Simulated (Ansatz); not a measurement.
**[GeH3···H···NH], triplet: transfer scan**

Starting geometry:

| atom | x (Å) | y (Å) | z (Å) |
| --- | --- | --- | --- |
| Ge | -0.4903 | 0.0110 | 0.0000 |
| H | -1.0018 | 1.4576 | 0.0000 |
| H | -1.0018 | -0.7123 | 1.2528 |
| H | -1.0018 | -0.7123 | -1.2528 |
| H | 1.0440 | 0.0110 | 0.0000 |
| N | 2.4857 | 0.0110 | 0.0000 |
| H | 2.7548 | -0.9932 | 0.0000 |

From there H5 is moved from one fragment to the other while all else, the fragments' distance too, stays fixed; atoms are numbered as listed. Energies are in eV, counted from the starting geometry at the same level. Kohn–Sham curves are unrestricted where that lies lower.

Basis cc-pVDZ; Ansatz 0.2.0. Correlated methods freeze the noble-gas cores and the filled d shells of p-block atoms. R marks a restricted (for open shells ROHF) determinant, U an unrestricted one. No spin–orbit coupling is included, and no scalar relativity.

Full CI isn't at hand for all of this; UCCSDT(Q) serves as the reference, and is uncertain by about the last step of the cluster series. The frozen core follows each run's orbitals, which can shift R against U totals by a few meV for light atoms and by up to 0.1 eV past Ca.

```
distance Ge1-H5 (Å)  UCCSDT(Q)  curve A  curve B  curve C  curve D
              1.534      0.000    0.000    0.000    0.000    0.000
              1.592     -0.025   -0.014   -0.044    0.098   -0.072
              1.706     -0.102   -0.073   -0.149    0.260   -0.210
              1.821     -0.262   -0.239   -0.316    0.057   -0.367
              1.936     -0.359   -0.355   -0.407   -0.225   -0.419
```

The curves come from B2PLYP, RCCSD, RHF, r2SCAN. Compare each with UCCSDT(Q) and say which is which.

A: RCCSD, B: B2PLYP, C: RHF, D: r2SCAN. Spread of the error against UCCSDT(Q), over the points where both stand: A 0.029, B 0.055, C 0.362, D 0.109 eV. 

In so small a basis the reference is far from its limit while semilocal and hybrid functionals are nearer theirs (RPA and double hybrids share much of the reference's basis error), so the functionals' errors here hold much of the reference's basis and frozen-core error, which can add to them or hide them.
